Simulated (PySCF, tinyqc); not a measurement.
Inside a calculation. Method: RHF in the sto-3g basis, for H2O, spin multiplicity 1. The lowest restricted solution is unstable here: a spin-polarised one lies 0.0010 hartree lower (PySCF). Computed by tinyqc, a small Python program that keeps every step (integrals from PySCF). Settings: charge = 0, multiplicity = 1, basis = sto-3g, energy threshold = 1e-09, iteration cap = 86, orthogonalisation = symmetric, start = Wolfsberg-Helmholz matrix, DIIS depth = 0, method = RHF. Command: `OMP_NUM_THREADS=1 python tinyqc.py 20925 20926 out.jsonl` (the two numbers bound the seeds that draw the settings). One thread of a shared host (Intel(R) Xeon(R) Processor @ 2.60GHz), about 0.08 s of CPU time with the checks. Later iterations appear only in the table of the cycle.

## One-electron integrals

Geometry (angstrom):
```
atom       x        y       z
O     0.0000   0.0000  0.0000
H     0.0000   1.0730  0.6820
H     0.0000  -1.0730  0.6820
```

Basis sto-3g: exponents (1/bohr^2) and contraction coefficients of normalised primitives:
```
element  l (shell)  exponent  coefficient
O            s (1)  130.7093       0.1543
O            s (1)   23.8089       0.5353
O            s (1)    6.4436       0.4446
O            s (2)    5.0332      -0.1000
O            s (2)    1.1696       0.3995
O            s (2)    0.3804       0.7001
O            p (3)    5.0332       0.1559
O            p (3)    1.1696       0.6077
O            p (3)    0.3804       0.3920
H            s (1)    3.4253       0.1543
H            s (1)    0.6239       0.5353
H            s (1)    0.1689       0.4446
```

Overlap, kinetic and nuclear-attraction integrals over the contracted functions; the nuclear repulsion is the sum of Za Zb / Rab.

nuclear repulsion = 6.906056 hartree

overlap S, order 1O 1s, 1O 2s, 1O 2px, 1O 2py, 1O 2pz, 2H 1s, 3H 1s:
```
[[1.0000, 0.2367, 0.0000, 0.0000, 0.0000, 0.0257, 0.0257],
 [0.2367, 1.0000, 0.0000, 0.0000, 0.0000, 0.2946, 0.2946],
 [0.0000, 0.0000, 1.0000, 0.0000, 0.0000, 0.0000, 0.0000],
 [0.0000, 0.0000, 0.0000, 1.0000, 0.0000, 0.2325, -0.2325],
 [0.0000, 0.0000, 0.0000, 0.0000, 1.0000, 0.1478, 0.1478],
 [0.0257, 0.2946, 0.0000, 0.2325, 0.1478, 1.0000, 0.0934],
 [0.0257, 0.2946, 0.0000, -0.2325, 0.1478, 0.0934, 1.0000]]
```

kinetic energy T (hartree), order 1O 1s, 1O 2s, 1O 2px, 1O 2py, 1O 2pz, 2H 1s, 3H 1s:
```
[[29.0032, -0.1680, 0.0000, 0.0000, 0.0000, -0.0081, -0.0081],
 [-0.1680, 0.8081, 0.0000, 0.0000, 0.0000, 0.0248, 0.0248],
 [0.0000, 0.0000, 2.5287, 0.0000, 0.0000, 0.0000, 0.0000],
 [0.0000, 0.0000, 0.0000, 2.5287, 0.0000, 0.0863, -0.0863],
 [0.0000, 0.0000, 0.0000, 0.0000, 2.5287, 0.0548, 0.0548],
 [-0.0081, 0.0248, 0.0000, 0.0863, 0.0548, 0.7600, -0.0113],
 [-0.0081, 0.0248, 0.0000, -0.0863, 0.0548, -0.0113, 0.7600]]
```

nuclear attraction V (hartree), order 1O 1s, 1O 2s, 1O 2px, 1O 2py, 1O 2pz, 2H 1s, 3H 1s:
```
[[-61.4509, -7.3801, 0.0000, 0.0000, -0.0094, -0.8183, -0.8183],
 [-7.3801, -9.8831, 0.0000, 0.0000, -0.1178, -2.1357, -2.1357],
 [0.0000, 0.0000, -9.7691, 0.0000, 0.0000, 0.0000, 0.0000],
 [0.0000, 0.0000, 0.0000, -9.8569, 0.0000, -1.4663, 1.4663],
 [-0.0094, -0.1178, 0.0000, 0.0000, -9.8046, -0.9546, -0.9546],
 [-0.8183, -2.1357, 0.0000, -1.4663, -0.9546, -4.7680, -0.5121],
 [-0.8183, -2.1357, 0.0000, 1.4663, -0.9546, -0.5121, -4.7680]]
```

core Hamiltonian H = T + V (hartree), order 1O 1s, 1O 2s, 1O 2px, 1O 2py, 1O 2pz, 2H 1s, 3H 1s:
```
[[-32.4477, -7.5481, 0.0000, 0.0000, -0.0094, -0.8264, -0.8264],
 [-7.5481, -9.0750, 0.0000, 0.0000, -0.1178, -2.1109, -2.1109],
 [0.0000, 0.0000, -7.2404, 0.0000, 0.0000, 0.0000, 0.0000],
 [0.0000, 0.0000, 0.0000, -7.3282, 0.0000, -1.3801, 1.3801],
 [-0.0094, -0.1178, 0.0000, 0.0000, -7.2759, -0.8998, -0.8998],
 [-0.8264, -2.1109, 0.0000, -1.3801, -0.8998, -4.0080, -0.5234],
 [-0.8264, -2.1109, 0.0000, 1.3801, -0.8998, -0.5234, -4.0080]]
```

## Two-electron integrals

Functions are numbered as in S; the eight-fold symmetry (ij|kl) = (ji|kl) = (kl|ij) leaves the list below.

Two-electron integrals (ij|kl) in chemists' order, unique and non-zero (hartree):
```
(11|11) 4.7851      (21|11) 0.7414      (21|21) 0.1369      (22|11) 1.1189
(22|21) 0.2566      (22|22) 0.8172      (31|31) 0.0245      (32|31) 0.0378
(32|32) 0.1805      (33|11) 1.1158      (33|21) 0.2567      (33|22) 0.8170
(33|33) 0.8802      (41|41) 0.0245      (42|41) 0.0378      (42|42) 0.1805
(43|43) 0.0474      (44|11) 1.1158      (44|21) 0.2567      (44|22) 0.8170
(44|33) 0.7853      (44|44) 0.8802      (51|51) 0.0245      (52|51) 0.0378
(52|52) 0.1805      (53|53) 0.0474      (54|54) 0.0474      (55|11) 1.1158
(55|21) 0.2567      (55|22) 0.8170      (55|33) 0.7853      (55|44) 0.7853
(55|55) 0.8802      (61|11) 0.0813      (61|21) 0.0149      (61|22) 0.0278
(61|33) 0.0278      (61|41) 0.0006      (61|42) 0.0011      (61|44) 0.0279
(61|51) 3.53e-04    (61|52) 0.0007      (61|54) 7.27e-05    (61|55) 0.0278
(61|61) 0.0016      (62|11) 0.2277      (62|21) 0.0530      (62|22) 0.1907
(62|33) 0.1873      (62|41) 0.0033      (62|42) 0.0271      (62|44) 0.1945
(62|51) 0.0021      (62|52) 0.0172      (62|54) 0.0046      (62|55) 0.1902
(62|61) 0.0059      (62|62) 0.0585      (63|31) 0.0052      (63|32) 0.0314
(63|43) 0.0054      (63|53) 0.0034      (63|63) 0.0077      (64|11) 0.1493
(64|21) 0.0352      (64|22) 0.1352      (64|33) 0.1293      (64|41) 0.0071
(64|42) 0.0493      (64|44) 0.1449      (64|51) 0.0012      (64|52) 0.0113
(64|54) 0.0065      (64|55) 0.1313      (64|61) 0.0041      (64|62) 0.0505
(64|64) 0.0509      (65|11) 0.0949      (65|21) 0.0224      (65|22) 0.0860
(65|33) 0.0822      (65|41) 0.0012      (65|42) 0.0113      (65|44) 0.0852
(65|51) 0.0059      (65|52) 0.0386      (65|54) 0.0073      (65|55) 0.0903
(65|61) 0.0026      (65|62) 0.0321      (65|64) 0.0274      (65|65) 0.0252
(66|11) 0.4117      (66|21) 0.0973      (66|22) 0.4039      (66|33) 0.3893
(66|41) 0.0069      (66|42) 0.0798      (66|44) 0.4202      (66|51) 0.0044
(66|52) 0.0507      (66|54) 0.0196      (66|55) 0.4018      (66|61) 0.0109
(66|62) 0.1669      (66|64) 0.1648      (66|65) 0.1047      (66|66) 0.7746
(71|11) 0.0813      (71|21) 0.0149      (71|22) 0.0278      (71|33) 0.0278
(71|41) -0.0006     (71|42) -0.0011     (71|44) 0.0279      (71|51) 3.53e-04
(71|52) 0.0007      (71|54) -7.27e-05   (71|55) 0.0278      (71|61) 0.0016
(71|62) 0.0057      (71|64) 0.0036      (71|65) 0.0025      (71|66) 0.0104
(71|71) 0.0016      (72|11) 0.2277      (72|21) 0.0530      (72|22) 0.1907
(72|33) 0.1873      (72|41) -0.0033     (72|42) -0.0271     (72|44) 0.1945
(72|51) 0.0021      (72|52) 0.0172      (72|54) -0.0046     (72|55) 0.1902
(72|61) 0.0057      (72|62) 0.0443      (72|64) 0.0270      (72|65) 0.0235
(72|66) 0.0987      (72|71) 0.0059      (72|72) 0.0585      (73|31) 0.0052
(73|32) 0.0314      (73|43) -0.0054     (73|53) 0.0034      (73|63) 0.0056
(73|73) 0.0077      (74|11) -0.1493     (74|21) -0.0352     (74|22) -0.1352
(74|33) -0.1293     (74|41) 0.0071      (74|42) 0.0493      (74|44) -0.1449
(74|51) -0.0012     (74|52) -0.0113     (74|54) 0.0065      (74|55) -0.1313
(74|61) -0.0036     (74|62) -0.0270     (74|64) -0.0114     (74|65) -0.0141
(74|66) -0.0574     (74|71) -0.0041     (74|72) -0.0505     (74|74) 0.0509
(75|11) 0.0949      (75|21) 0.0224      (75|22) 0.0860      (75|33) 0.0822
(75|41) -0.0012     (75|42) -0.0113     (75|44) 0.0852      (75|51) 0.0059
(75|52) 0.0386      (75|54) -0.0073     (75|55) 0.0903      (75|61) 0.0025
(75|62) 0.0235      (75|64) 0.0141      (75|65) 0.0179      (75|66) 0.0566
(75|71) 0.0026      (75|72) 0.0321      (75|74) -0.0274     (75|75) 0.0252
(76|11) 0.0517      (76|21) 0.0121      (76|22) 0.0474      (76|33) 0.0464
(76|44) 0.0474      (76|51) 0.0008      (76|52) 0.0075      (76|55) 0.0483
(76|61) 0.0013      (76|62) 0.0141      (76|64) 0.0107      (76|65) 0.0088
(76|66) 0.0421      (76|71) 0.0013      (76|72) 0.0141      (76|74) -0.0107
(76|75) 0.0088      (76|76) 0.0044      (77|11) 0.4117      (77|21) 0.0973
(77|22) 0.4039      (77|33) 0.3893      (77|41) -0.0069     (77|42) -0.0798
(77|44) 0.4202      (77|51) 0.0044      (77|52) 0.0507      (77|54) -0.0196
(77|55) 0.4018      (77|61) 0.0104      (77|62) 0.0987      (77|64) 0.0574
(77|65) 0.0566      (77|66) 0.2461      (77|71) 0.0109      (77|72) 0.1669
(77|74) -0.1648     (77|75) 0.1047      (77|76) 0.0421      (77|77) 0.7746
```

## Orthogonalisation

S = U s U^T; symmetric (Loewdin) form X = U s^(-1/2) U^T, so that X^T S X = 1.

eigenvalues of S: [0.5355, 0.6213, 0.8981, 1.0000, 1.0909, 1.2854, 1.5688]

X, order 1O 1s, 1O 2s, 1O 2px, 1O 2py, 1O 2pz, 2H 1s, 3H 1s:
```
[[1.0230, -0.1313, 0.0000, 0.0000, -0.0042, 0.0155, 0.0155],
 [-0.1313, 1.0967, 0.0000, 0.0000, 0.0366, -0.1617, -0.1617],
 [0.0000, 0.0000, 1.0000, 0.0000, 0.0000, 0.0000, 0.0000],
 [0.0000, 0.0000, 0.0000, 1.0482, 0.0000, -0.1354, 0.1354],
 [-0.0042, 0.0366, 0.0000, 0.0000, 1.0179, -0.0794, -0.0794],
 [0.0155, -0.1617, 0.0000, -0.1354, -0.0794, 1.0712, -0.0313],
 [0.0155, -0.1617, 0.0000, 0.1354, -0.0794, -0.0313, 1.0712]]
```

## Starting guess

The start is the generalised Wolfsberg-Helmholz matrix (K = 1.75) built on H; D = 2 C_occ C_occ^T.

D at the start, order 1O 1s, 1O 2s, 1O 2px, 1O 2py, 1O 2pz, 2H 1s, 3H 1s:
```
[[2.0807, -0.3440, 0.0000, 0.0000, 0.0632, -0.1179, -0.1179],
 [-0.3440, 1.5115, 0.0000, 0.0000, -0.2333, 0.3440, 0.3440],
 [0.0000, 0.0000, 2.0000, 0.0000, 0.0000, 0.0000, 0.0000],
 [0.0000, 0.0000, 0.0000, 1.6689, 0.0000, 0.2705, -0.2705],
 [0.0632, -0.2333, 0.0000, 0.0000, 1.9129, 0.1055, 0.1055],
 [-0.1179, 0.3440, 0.0000, 0.2705, 0.1055, 0.1363, 0.0486],
 [-0.1179, 0.3440, 0.0000, -0.2705, 0.1055, 0.0486, 0.1363]]
```

## Iteration 1: building the Fock matrix

J_ij = sum D_kl (ij|kl), K_ij = sum D_kl (ik|jl); F = H + J - 0.5 K; E = tr D H + tr D J / 2 - 0.25 tr D K + E_nn.

Coulomb J (hartree), order 1O 1s, 1O 2s, 1O 2px, 1O 2py, 1O 2pz, 2H 1s, 3H 1s:
```
[[17.9597, 3.4102, 0.0000, 0.0000, -0.0067, 0.3714, 0.3714],
 [3.4102, 8.4939, 0.0000, 0.0000, -0.0129, 1.9399, 1.9399],
 [0.0000, 0.0000, 8.4829, 0.0000, 0.0000, 0.0000, 0.0000],
 [0.0000, 0.0000, 0.0000, 8.4879, 0.0000, 1.3627, -1.3627],
 [-0.0067, -0.0129, 0.0000, 0.0000, 8.4877, 0.8656, 0.8656],
 [0.3714, 1.9399, 0.0000, 1.3627, 0.8656, 4.1005, 0.4777],
 [0.3714, 1.9399, 0.0000, -1.3627, 0.8656, 0.4777, 4.1005]]
```

exchange K (hartree), order 1O 1s, 1O 2s, 1O 2px, 1O 2py, 1O 2pz, 2H 1s, 3H 1s:
```
[[9.7734, 1.7130, 0.0000, 0.0000, 0.0055, 0.1915, 0.1915],
 [1.7130, 2.6453, 0.0000, 0.0000, -0.0810, 0.7343, 0.7343],
 [0.0000, 0.0000, 2.2788, 0.0000, 0.0000, 0.0000, 0.0000],
 [0.0000, 0.0000, 0.0000, 2.1891, 0.0000, 0.4783, -0.4783],
 [0.0055, -0.0810, 0.0000, 0.0000, 2.2605, 0.2825, 0.2825],
 [0.1915, 0.7343, 0.0000, 0.4783, 0.2825, 0.5608, 0.1689],
 [0.1915, 0.7343, 0.0000, -0.4783, 0.2825, 0.1689, 0.5608]]
```

Fock matrix F (hartree), order 1O 1s, 1O 2s, 1O 2px, 1O 2py, 1O 2pz, 2H 1s, 3H 1s:
```
[[-19.3747, -4.9944, 0.0000, 0.0000, -0.0189, -0.5507, -0.5507],
 [-4.9944, -1.9037, 0.0000, 0.0000, -0.0902, -0.5381, -0.5381],
 [0.0000, 0.0000, 0.1031, 0.0000, 0.0000, 0.0000, 0.0000],
 [0.0000, 0.0000, 0.0000, 0.0652, 0.0000, -0.2565, 0.2565],
 [-0.0189, -0.0902, 0.0000, 0.0000, 0.0816, -0.1754, -0.1754],
 [-0.5507, -0.5381, 0.0000, -0.2565, -0.1754, -0.1880, -0.1301],
 [-0.5507, -0.5381, 0.0000, 0.2565, -0.1754, -0.1301, -0.1880]]
```

total energy of this density = -74.235927 hartree

## Iteration 1: diagonalisation and new density

Diagonalise F' = X^T F X, C = X C', fill 5 alpha and 5 beta electrons from the bottom; D = 2 C_occ C_occ^T. Each column has its largest component positive (the first on a tie).

F' = X^T F X (hartree):
```
[[-18.9995, -2.6685, 0.0000, 0.0000, -0.0325, -0.0241, -0.0241],
 [-2.6685, -0.8698, 0.0000, 0.0000, 0.0031, -0.3274, -0.3274],
 [0.0000, 0.0000, 0.1031, 0.0000, 0.0000, 0.0000, 0.0000],
 [0.0000, 0.0000, 0.0000, 0.2151, 0.0000, -0.3064, 0.3064],
 [-0.0325, 0.0031, 0.0000, 0.0000, 0.1349, -0.1776, -0.1776],
 [-0.0241, -0.3274, 0.0000, -0.3064, -0.1776, 0.0317, -0.0535],
 [-0.0241, -0.3274, 0.0000, 0.3064, -0.1776, -0.0535, 0.0317]]
```

orbital energies (hartree): [-19.3847, -0.7803, -0.2880, -0.0180, 0.1031, 0.4268, 0.5883]

coefficients C, order 1O 1s, 1O 2s, 1O 2px, 1O 2py, 1O 2pz, 2H 1s, 3H 1s:
```
[[0.9939, -0.2204, 0.0000, 0.1226, 0.0000, -0.1135, 0.0000],
 [0.0255, 0.7960, 0.0000, -0.5547, 0.0000, 0.5758, 0.0000],
 [0.0000, 0.0000, 0.0000, 0.0000, 1.0000, 0.0000, 0.0000],
 [0.0000, 0.0000, 0.5390, 0.0000, 0.0000, 0.0000, 0.9191],
 [0.0022, 0.1137, 0.0000, 0.7221, 0.0000, 0.7181, 0.0000],
 [-0.0041, 0.2527, 0.5024, 0.3463, 0.0000, -0.6242, -0.6113],
 [-0.0041, 0.2527, -0.5024, 0.3463, 0.0000, -0.6242, 0.6113]]
```

D after iteration 1, order 1O 1s, 1O 2s, 1O 2px, 1O 2py, 1O 2pz, 2H 1s, 3H 1s:
```
[[2.1030, -0.4363, 0.0000, 0.0000, 0.1313, -0.0346, -0.0346],
 [-0.4363, 1.8841, 0.0000, 0.0000, -0.6199, 0.0178, 0.0178],
 [0.0000, 0.0000, 2.0000, 0.0000, 0.0000, 0.0000, 0.0000],
 [0.0000, 0.0000, 0.0000, 0.5811, 0.0000, 0.5416, -0.5416],
 [0.1313, -0.6199, 0.0000, 0.0000, 1.0687, 0.5576, 0.5576],
 [-0.0346, 0.0178, 0.0000, 0.5416, 0.5576, 0.8724, -0.1372],
 [-0.0346, 0.0178, 0.0000, -0.5416, 0.5576, -0.1372, 0.8724]]
```

## Iteration 2: building the Fock matrix

As before.

Coulomb J (hartree), order 1O 1s, 1O 2s, 1O 2px, 1O 2py, 1O 2pz, 2H 1s, 3H 1s:
```
[[16.8409, 3.1543, 0.0000, 0.0000, -0.0170, 0.3435, 0.3435],
 [3.1543, 7.8369, 0.0000, 0.0000, -0.0156, 1.8385, 1.8385],
 [0.0000, 0.0000, 7.8572, 0.0000, 0.0000, 0.0000, 0.0000],
 [0.0000, 0.0000, 0.0000, 7.8172, 0.0000, 1.3144, -1.3144],
 [-0.0170, -0.0156, 0.0000, 0.0000, 7.8125, 0.8391, 0.8391],
 [0.3435, 1.8385, 0.0000, 1.3144, 0.8391, 4.2396, 0.4661],
 [0.3435, 1.8385, 0.0000, -1.3144, 0.8391, 0.4661, 4.2396]]
```

exchange K (hartree), order 1O 1s, 1O 2s, 1O 2px, 1O 2py, 1O 2pz, 2H 1s, 3H 1s:
```
[[9.7573, 1.6354, 0.0000, 0.0000, 0.0043, 0.1878, 0.1878],
 [1.6354, 2.4558, 0.0000, 0.0000, -0.2557, 0.6947, 0.6947],
 [0.0000, 0.0000, 2.2301, 0.0000, 0.0000, 0.0000, 0.0000],
 [0.0000, 0.0000, 0.0000, 1.4384, 0.0000, 0.5399, -0.5399],
 [0.0043, -0.2557, 0.0000, 0.0000, 1.6799, 0.3862, 0.3862],
 [0.1878, 0.6947, 0.0000, 0.5399, 0.3862, 1.1083, 0.1416],
 [0.1878, 0.6947, 0.0000, -0.5399, 0.3862, 0.1416, 1.1083]]
```

Fock matrix F (hartree), order 1O 1s, 1O 2s, 1O 2px, 1O 2py, 1O 2pz, 2H 1s, 3H 1s:
```
[[-20.4855, -5.2115, 0.0000, 0.0000, -0.0286, -0.5768, -0.5768],
 [-5.2115, -2.4660, 0.0000, 0.0000, -0.0055, -0.6197, -0.6197],
 [0.0000, 0.0000, -0.4982, 0.0000, 0.0000, 0.0000, 0.0000],
 [0.0000, 0.0000, 0.0000, -0.2302, 0.0000, -0.3356, 0.3356],
 [-0.0286, -0.0055, 0.0000, 0.0000, -0.3033, -0.2538, -0.2538],
 [-0.5768, -0.6197, 0.0000, -0.3356, -0.2538, -0.3226, -0.1281],
 [-0.5768, -0.6197, 0.0000, 0.3356, -0.2538, -0.1281, -0.3226]]
```

total energy of this density = -74.803888 hartree

## Iteration 2: diagonalisation and new density

As before.

F' = X^T F X (hartree):
```
[[-20.1143, -2.6838, 0.0000, 0.0000, -0.0528, -0.0335, -0.0335],
 [-2.6838, -1.4458, 0.0000, 0.0000, 0.1011, -0.3169, -0.3169],
 [0.0000, 0.0000, -0.4982, 0.0000, 0.0000, 0.0000, 0.0000],
 [0.0000, 0.0000, 0.0000, -0.0696, 0.0000, -0.3384, 0.3384],
 [-0.0528, 0.1011, 0.0000, 0.0000, -0.2336, -0.2358, -0.2358],
 [-0.0335, -0.3169, 0.0000, -0.3384, -0.2358, -0.0795, -0.0349],
 [-0.0335, -0.3169, 0.0000, 0.3384, -0.2358, -0.0349, -0.0795]]
```

orbital energies (hartree): [-20.4932, -1.2381, -0.5358, -0.4982, -0.4666, 0.2898, 0.4216]

coefficients C, order 1O 1s, 1O 2s, 1O 2px, 1O 2py, 1O 2pz, 2H 1s, 3H 1s:
```
[[0.9948, -0.2477, 0.0000, 0.0000, 0.0639, 0.0966, 0.0000],
 [0.0220, 0.9430, 0.0000, 0.0000, -0.3315, -0.5234, 0.0000],
 [0.0000, 0.0000, 0.0000, 1.0000, 0.0000, 0.0000, 0.0000],
 [0.0000, 0.0000, 0.6172, 0.0000, 0.0000, 0.0000, 0.8685],
 [0.0024, 0.0159, 0.0000, 0.0000, 0.7806, -0.6637, 0.0000],
 [-0.0034, 0.1180, 0.4471, 0.0000, 0.3449, 0.6637, -0.6529],
 [-0.0034, 0.1180, -0.4471, 0.0000, 0.3449, 0.6637, 0.6529]]
```

D after iteration 2, order 1O 1s, 1O 2s, 1O 2px, 1O 2py, 1O 2pz, 2H 1s, 3H 1s:
```
[[2.1100, -0.4658, 0.0000, 0.0000, 0.0966, -0.0212, -0.0212],
 [-0.4658, 1.9994, 0.0000, 0.0000, -0.4876, -0.0063, -0.0063],
 [0.0000, 0.0000, 2.0000, 0.0000, 0.0000, 0.0000, 0.0000],
 [0.0000, 0.0000, 0.0000, 0.7620, 0.0000, 0.5519, -0.5519],
 [0.0966, -0.4876, 0.0000, 0.0000, 1.2192, 0.5421, 0.5421],
 [-0.0212, -0.0063, 0.0000, 0.5519, 0.5421, 0.6655, -0.1340],
 [-0.0212, -0.0063, 0.0000, -0.5519, 0.5421, -0.1340, 0.6655]]
```

## Iteration 15 (converged): orbitals

converged F (hartree), order 1O 1s, 1O 2s, 1O 2px, 1O 2py, 1O 2pz, 2H 1s, 3H 1s:
```
[[-20.2655, -5.1638, 0.0000, 0.0000, -0.0214, -0.5722, -0.5722],
 [-5.1638, -2.3812, 0.0000, 0.0000, -0.0299, -0.5929, -0.5929],
 [0.0000, 0.0000, -0.3836, 0.0000, 0.0000, 0.0000, 0.0000],
 [0.0000, 0.0000, 0.0000, -0.1633, 0.0000, -0.3248, 0.3248],
 [-0.0214, -0.0299, 0.0000, 0.0000, -0.2121, -0.2522, -0.2522],
 [-0.5722, -0.5929, 0.0000, -0.3248, -0.2522, -0.2877, -0.1188],
 [-0.5722, -0.5929, 0.0000, 0.3248, -0.2522, -0.1188, -0.2877]]
```

As before.

F' = X^T F X (hartree):
```
[[-19.8955, -2.6704, 0.0000, 0.0000, -0.0422, -0.0352, -0.0352],
 [-2.6704, -1.3720, 0.0000, 0.0000, 0.0751, -0.3045, -0.3045],
 [0.0000, 0.0000, -0.3836, 0.0000, 0.0000, 0.0000, 0.0000],
 [0.0000, 0.0000, 0.0000, -0.0013, 0.0000, -0.3389, 0.3389],
 [-0.0422, 0.0751, 0.0000, 0.0000, -0.1412, -0.2397, -0.2397],
 [-0.0352, -0.3045, 0.0000, -0.3389, -0.2397, -0.0491, -0.0317],
 [-0.0352, -0.3045, 0.0000, 0.3389, -0.2397, -0.0317, -0.0491]]
```

orbital energies (hartree): [-20.2734, -1.1604, -0.4887, -0.3897, -0.3836, 0.3341, 0.4700]

coefficients C, order 1O 1s, 1O 2s, 1O 2px, 1O 2py, 1O 2pz, 2H 1s, 3H 1s:
```
[[0.9947, -0.2469, 0.0000, 0.0752, 0.0000, -0.0912, 0.0000],
 [0.0224, 0.9378, 0.0000, -0.3795, 0.0000, 0.4997, 0.0000],
 [0.0000, 0.0000, 0.0000, 0.0000, 1.0000, 0.0000, 0.0000],
 [0.0000, 0.0000, 0.5984, 0.0000, 0.0000, 0.0000, 0.8816],
 [0.0020, 0.0447, 0.0000, 0.7521, 0.0000, 0.6945, 0.0000],
 [-0.0034, 0.1218, 0.4610, 0.3681, 0.0000, -0.6504, -0.6431],
 [-0.0034, 0.1218, -0.4610, 0.3681, 0.0000, -0.6504, 0.6431]]
```

D after iteration 15, order 1O 1s, 1O 2s, 1O 2px, 1O 2py, 1O 2pz, 2H 1s, 3H 1s:
```
[[2.1121, -0.4758, 0.0000, 0.0000, 0.0951, -0.0116, -0.0116],
 [-0.4758, 2.0479, 0.0000, 0.0000, -0.4869, -0.0511, -0.0511],
 [0.0000, 0.0000, 2.0000, 0.0000, 0.0000, 0.0000, 0.0000],
 [0.0000, 0.0000, 0.0000, 0.7162, 0.0000, 0.5517, -0.5517],
 [0.0951, -0.4869, 0.0000, 0.0000, 1.1354, 0.5646, 0.5646],
 [-0.0116, -0.0511, 0.0000, 0.5517, 0.5646, 0.7257, -0.1243],
 [-0.0116, -0.0511, 0.0000, -0.5517, 0.5646, -0.1243, 0.7257]]
```

## Convergence

Stop when the energy changes by less than 1e-09 hartree and every element of the error matrix X^T (F D S - S D F) X is below 9e-06.

Course of the cycle:
```
iteration  E (hartree)     change  largest element of the error matrix
1           -74.235927          -                             5.21e-01
2           -74.803888  -5.68e-01                             1.41e-01
3           -74.839516  -3.56e-02                             4.42e-02
4           -74.842815  -3.30e-03                             1.47e-02
5           -74.843142  -3.27e-04                             4.84e-03
6           -74.843183  -4.03e-05                             2.19e-03
7           -74.843189  -6.72e-06                             8.55e-04
8           -74.843191  -1.52e-06                             4.26e-04
9           -74.843191  -4.11e-07                             1.96e-04
10          -74.843191  -1.20e-07                             1.04e-04
11          -74.843191  -3.62e-08                             5.31e-05
12          -74.843191  -1.10e-08                             2.92e-05
13          -74.843191  -3.34e-09                             1.55e-05
14          -74.843191  -1.02e-09                             8.64e-06
15          -74.843191  -3.11e-10                             4.66e-06
```

PySCF RHF in the same basis = -74.843191 hartree

Converged in 15 iterations.

## Populations, bond orders and dipole

Mulliken: Z minus the diagonal of D S on the atom; Loewdin: the same with S^(1/2) D S^(1/2); Mayer order: 2 sum_s sum (D(s) S)_ij (D(s) S)_ji over the two atoms.

Charges (e):
```
atom  Mulliken  Loewdin
1O     -0.1790  -0.1387
2H      0.0895   0.0694
3H      0.0895   0.0694
```

Mayer bond orders:
```
pair   order
2-1   0.9784
3-1   0.9784
3-2   0.0136
```

dipole moment about the origin, x y z (debye): [0.0000, 0.0000, 1.2567]
